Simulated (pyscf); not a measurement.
PySCF, gas phase, ωB97X-D3(BJ)/def2-SVPD geometries.

Question: bromide (Br⁻) + H₃C–CH₂–CH₂–Cl -> H₃C–CH₂–CH₂–Br + chloride (Cl⁻)
Surface: singlet. Broken: C–Cl. Formed: Br–C. Give ΔE‡ and ΔE from ωB97M-D3(BJ)/def2-TZVPD, relative to the separated reactants.

Answer: ΔE‡ = 0.37 eV, ΔE = +0.38 eV. Zero-point energy shifts the barrier by -0.03 eV. It is a substitution at C, with an imaginary mode of 415i cm⁻¹. On the reactant side the descent ends in a bound adduct, 0.48 eV under the separated species and 0.88 eV under the saddle at ωB97X-D3(BJ)/def2-TZVPD. On the product side the descent ends in a bound adduct, 0.55 eV under the separated species and 0.60 eV under the saddle at ωB97X-D3(BJ)/def2-TZVPD. One saddle was located; it need not be the lowest between these sides. The angle at the attacked C is 164°. Elements up to Kr have no core potential and no relativistic terms here.
